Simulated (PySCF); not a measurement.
# One shape, several levels: CH3LiO (SMILES [Li][O]C)

Wanted: a comparison of 3 runs (B97-1-D3(op)/pcseg-1, B97-1/pcseg-1, MP2/6-311+G**) of CH3LiO. 

The results are computed with PySCF 2.14.0.

3 further runs of the same task are left out: 3 set aside as unsound or not needed.

**1. The molecule**

CH3LiO: 6 atoms, total charge 0, spin state singlet. As SMILES, `[Li][O]C`. Geometry: relaxed at PBE0-D4/def2-TZVP.

Bond lengths: Li1–O2 1.576 Å, O2–C3 1.366 Å, C3–H4 1.105 Å, C3–H5 1.105 Å, C3–H6 1.105 Å. Angles: Li1–O2–C3 180.0°, O2–C3–H4 112.7°, O2–C3–H5 112.7°, O2–C3–H6 112.7°, H4–C3–H5 106.1°, H4–C3–H6 106.1°, H5–C3–H6 106.1°.

**2. Energy and one-electron properties at B97-1-D3(op)/pcseg-1 (SS(V)PE aniline) (run 1)**

Contents of input.py:

```python
import numpy
from pyscf import gto, scf, dft, lo, solvent

system = gto.Mole()
system.atom = '''
Li    -1.839400    -1.015400    -1.240600
O     -0.645300    -0.365700    -0.443200
C      0.389500     0.197500     0.247700
H      1.028500    -0.554300     0.746000
H      1.061700     0.790000    -0.399500
H      0.047100     0.884000     1.043500
'''
system.charge = 0
system.symmetry = True
system.max_memory = 1860
system.verbose = 3
system.basis = 'pcseg-1'
system.build()

mf = dft.RKS(system, xc='b97-1')
mf = mf.PCM()
mf.with_solvent.method = 'SS(V)PE'
mf.with_solvent.eps = 6.8882
mf.disp = 'd3op'
mf.kernel()

e_tot = mf.e_tot
print('E = %.10f Eh' % e_tot)
mf.analyze()
quad = mf.quad_moment()
occ = mf.mo_coeff[:, mf.mo_occ > 0]
iaos = lo.vec_lowdin(lo.iao.iao(system, occ), mf.get_ovlp())
c = iaos.T @ mf.get_ovlp() @ occ
pop_iao, q_iao = scf.hf.mulliken_pop(lo.iao.reference_mol(system), (c * mf.mo_occ[mf.mo_occ > 0]) @ c.T, numpy.eye(c.shape[0]), verbose=0)
print('IAO charges', numpy.round(q_iao, 4))
```

Launch:

```
$ OMP_NUM_THREADS=1 python input.py
```

Standard output:

```text
WARN: PCM is an experimental feature. It is still in testing.
Features and APIs may be changed in the future.

[... 5 lines left out ...]
MO #3   energy= -1.96921061259751  occ= 2
[... 9 lines left out ...]
MO #13  energy= 0.0561264983086373 occ= 0
[... 9 lines left out ...]
MO #23  energy= 0.48205262241794   occ= 0
[... 9 lines left out ...]
MO #33  energy= 1.4269022819847    occ= 0
[... 9 lines left out ...]
MO #43  energy= 2.26649490366075   occ= 0
[... 16 lines left out ...]
Dipole moment(X, Y, Z, Debye): -3.93552, -2.14123, -2.62809
[... 2 lines left out ...]
IAO charges [ 0.9215 -1.0251 -0.1459  0.0832  0.0832  0.0832]
```

It took 5.4 s on 1 thread of Arm Neoverse V2, shared host; peak memory 0.34 GiB.

Atomic charges (e):

```csv
atom,Mulliken,IAO
Li1,+0.656,+0.921
O2,-0.838,-1.025
C3,+0.071,-0.146
H4,+0.037,+0.083
H5,+0.037,+0.083
H6,+0.037,+0.083
```

**3. The charge distribution at B97-1/pcseg-1 (SS(V)PE aniline) (run 2)**

Contents of run.py:

```python
import numpy
from pyscf import gto, scf, dft, lo, solvent

system = gto.M(
    atom='''
Li      -1.839400      -1.015400      -1.240600
O       -0.645300      -0.365700      -0.443200
C        0.389500       0.197500       0.247700
H        1.028500      -0.554300       0.746000
H        1.061700       0.790000      -0.399500
H        0.047100       0.884000       1.043500
''',
    max_memory=1860,
    verbose=3,
    basis='pcseg-1',
    charge=0,
    symmetry=True,
)

mf = dft.RKS(system)
mf.xc = 'b97-1'
mf = mf.PCM()
mf.with_solvent.method = 'SS(V)PE'
mf.with_solvent.eps = 6.8882
mf.kernel()

etot = mf.e_tot
print('E(%s) = %.9f' % ('B97-1', etot))
mf.analyze()
quad = mf.quad_moment()
occ = mf.mo_coeff[:, mf.mo_occ > 0]
iaos = lo.vec_lowdin(lo.iao.iao(system, occ), mf.get_ovlp())
c = iaos.T @ mf.get_ovlp() @ occ
pop_iao, q_iao = scf.hf.mulliken_pop(lo.iao.reference_mol(system), (c * mf.mo_occ[mf.mo_occ > 0]) @ c.T, numpy.eye(c.shape[0]), verbose=0)
print('IAO charges', numpy.round(q_iao, 4))
```

Launch:

```
$ OMP_NUM_THREADS=1 python run.py
```

Standard output:

```text
WARN: PCM is an experimental feature. It is still in testing.
Features and APIs may be changed in the future.

[... 5 lines left out ...]
MO #3   energy= -1.96921061259751  occ= 2
[... 9 lines left out ...]
MO #13  energy= 0.0561264983086373 occ= 0
[... 9 lines left out ...]
MO #23  energy= 0.48205262241794   occ= 0
[... 9 lines left out ...]
MO #33  energy= 1.4269022819847    occ= 0
[... 9 lines left out ...]
MO #43  energy= 2.26649490366075   occ= 0
[... 16 lines left out ...]
Dipole moment(X, Y, Z, Debye): -3.93552, -2.14123, -2.62809
[... 2 lines left out ...]
IAO charges [ 0.9215 -1.0251 -0.1459  0.0832  0.0832  0.0832]
```

It took 5.4 s on 1 thread of Arm Neoverse V2, shared host; peak memory 0.33 GiB.

Atomic charges (e):

```csv
atom,Mulliken,IAO
Li1,+0.656,+0.921
O2,-0.838,-1.025
C3,+0.071,-0.146
H4,+0.037,+0.083
H5,+0.037,+0.083
H6,+0.037,+0.083
```

**4. The energy at MP2/6-311+G(d,p) (run 3)**

Contents of job.py:

```python
from pyscf import gto, mp

mol = gto.Mole()
mol.atom = '''
Li    -3.475962    -1.918828    -2.344394
O     -1.219440    -0.691073    -0.837527
C      0.736048     0.373221     0.468085
H      1.943583    -1.047475     1.409736
H      2.006322     1.492884    -0.754946
H      0.089006     1.670518     1.971929
'''
mol.unit = 'bohr'
mol.max_memory = 1860
mol.basis = '6-311+g**'
mol.verbose = 3
mol.symmetry = True
mol.charge = 0
mol.build()

calc0 = mol.RHF()
calc0.kernel()

pt = mp.MP2(calc0, frozen=2).run()
etot = pt.e_tot
print('E(%s) = %.9f' % ('MP2', etot))
dip = calc0.dip_moment()
pop, q = calc0.mulliken_pop()
```

Launch:

```
$ OMP_NUM_THREADS=1 python job.py
```

Standard output:

```text
converged SCF energy = -121.973618289929
[... 3 lines left out ...]
Dipole moment(X, Y, Z, Debye): -4.07824, -2.21883, -2.72347
[... 91 lines left out ...]
charge of    5H =      0.06111
```

Run time: 1.3 s. Hardware: 1 thread of Arm Neoverse V2, shared host; peak memory 0.18 GiB.

**5. All runs side by side**

```csv
run,level,task,dielectric constant,energy (Eh),dipole moment (D) of the reference,HOMO energy (eV),LUMO energy (eV),wall time
1,B97-1-D3(op)/pcseg-1 (SS(V)PE aniline),properties,6.8882,-122.626662,5.19,-5.69,-0.29,5.4 s
2,B97-1/pcseg-1 (SS(V)PE aniline),properties,6.8882,-122.624995,5.19,-5.69,-0.29,5.4 s
3,MP2/6-311+G**,energy,–,-122.359234,5.38,-9.37,-0.15,1.3 s
```

**6. Outcome**

| quantity | value |
| --- | --- |
| run 3: total energy | -122.35923 Eh |
| run 3: dipole moment (Hartree–Fock density) | 5.38 D |
| run 3: HOMO energy (Hartree–Fock orbitals) | -9.37 eV |
| run 3: LUMO energy (Hartree–Fock orbitals) | -0.15 eV |
| run 3: HOMO–LUMO gap (Hartree–Fock orbitals) | 9.22 eV |
| run 3: correlation energy (2 core orbitals frozen) | -385.6 mEh |

All runs together took 12 s, the longest 5.4 s.
